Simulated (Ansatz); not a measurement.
**A ladder of methods for BNH6 (SMILES [H]B([H])([H])<-N)**

BNH6: 8 atoms, total charge 0, spin state singlet. As SMILES, `[H]B([H])([H])<-N`. Geometry: relaxed at GFN2-xTB.

Quantity: the electronic atomisation energy, in eV. The values are calculated. Electronic energies at fixed atoms, without zero-point motion or spin-orbit coupling.

| level | kind | program | value (eV) | less FCI/STO-3G | CPU time (all runs) |
| --- | --- | --- | --- | --- | --- |
| HF/STO-3G | Hartree–Fock | Ansatz | 25.26 | -2.51 | 0.15 s |
| BLYP/STO-3G | GGA | Ansatz | 32.44 | +4.67 | 2.4 s |
| B3LYP/STO-3G | global hybrid | Ansatz | 32.60 | +4.83 | 1.7 s |
| BHLYP/STO-3G | global hybrid | Ansatz | 31.87 | +4.10 | 1.6 s |
| PBE0/STO-3G | global hybrid | Ansatz | 32.39 | +4.62 | 1.5 s |
| r2SCAN0/STO-3G | hybrid meta-GGA | Ansatz | 32.01 | +4.24 | 4.2 s |
| CCSD/STO-3G | coupled cluster or CI | Ansatz | 27.75 | -0.02 | 0.3 s |
| CCSDTQ/STO-3G | coupled cluster or CI | Ansatz | 27.77 | 0.00 | 8.4 s |
| FCI/STO-3G | exact in the basis | Ansatz | 27.77 | 0.00 | 56 s |

FCI/STO-3G is exact within its basis and frozen core, so for wave-function methods in that basis the difference is their error; functionals converge differently with the basis, so for them it is only a difference. The values span 25.26 to 32.60 eV. All rows use very small basis sets, so none should be taken for the real molecule's value. Times are those of the runs behind each value, whatever else they computed, on shared processors of several kinds: orders of magnitude only.
